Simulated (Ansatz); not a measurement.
Basis-set extrapolation for C3H6F2O (`CCC(O)(F)F`) (PBE0-D4/def2-TZVP geometry, frozen core, Ansatz 0.2.0). Multiplicity 1, RHF reference.

```json
{"": "HF", "def2-TZVPP": "-391.031876", "def2-QZVPP": "-391.049137"}
{"": "MP2 correlation", "def2-TZVPP": "-1.247153", "def2-QZVPP": "-1.348359"}
{"": "CCSD(T) correlation", "def2-TZVPP": "-1.321495", "def2-QZVPP": "not run"}
```

Energies in hartree. Use E(X) = E(∞) + A·exp(−7.88·√X) for Hartree–Fock and E(X) = E(∞) + B·X^(−2.97) for correlation, with X = 3 and 4, and add CCSD(T) minus MP2 of the smaller set to the MP2 limit.

Task: What is the CCSD(T) energy at the basis-set limit?

Result: HF limit: -391.049137 + (-0.017261) × 0.13774 = -391.05151. MP2 limit: -1.348359 + (-0.101206) × 0.74074 = -1.42333. Higher-order term: -1.321495 − (-1.247153) = -0.07434. Total: -392.54918 hartree, 514.1 kJ/mol below CCSD(T)/def2-TZVPP.
